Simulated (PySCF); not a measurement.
# C5H7Cl: the cost of one run

Computed with PySCF 2.14.0, with density-fitted response routines of our own, on a single molecule in the gas phase. Atoms are numbered from 0 throughout.

## 1. Starting geometry

13 atoms, charge 0, multiplicity 1; geometry from: MMFF94s. The atoms were then displaced at random by about 0.03 Å, so the start is not that level's minimum.

Bonds of the start (Å): C0–C1 1.26, C1–C2 1.52, C1–C3 1.57, C3–C4 1.30, C4–Cl5 1.71, C0–H6 1.12, C0–H7 1.16, C2–H8 1.15, C2–H9 1.05, C2–H10 1.07, C3–H11 1.06, C4–H12 1.06.

## 2. Geometry optimisation at PBE0-D3(BJ)/def2-SVP

Job settings and geometry (Å):

```
{"job": {"xc": "PBE0", "basis": "def2-SVP", "d3": "d3bj", "grid": 1, "shake": 0.03, "kind": "geom"}, "charge": 0, "multiplicity": 1}
C     -1.022960     1.380990     0.526510
C     -0.427960     0.341850     0.137860
C     -1.196110    -0.949430    -0.120150
C      1.133400     0.418760    -0.039070
C      1.811080    -0.627300    -0.423120
Cl     3.506210    -0.429320    -0.576960
H     -2.132880     1.438020     0.650890
H     -0.541760     2.423480     0.677710
H     -0.777880    -1.703890     0.644450
H     -1.002520    -1.288730    -1.096110
H     -2.241020    -0.853850     0.097110
H      1.520040     1.380530     0.178220
H      1.403010    -1.583210    -0.635120
```

Run with:

```console
OMP_NUM_THREADS=1 python probes_run.py task.json out
```

This one command runs all jobs of the session in turn.

**Question.** How long does this first job take on 1 thread of Arm Neoverse V1, shared host, and how much memory does it need?

About 54 s, with a peak of 0.5 GiB.
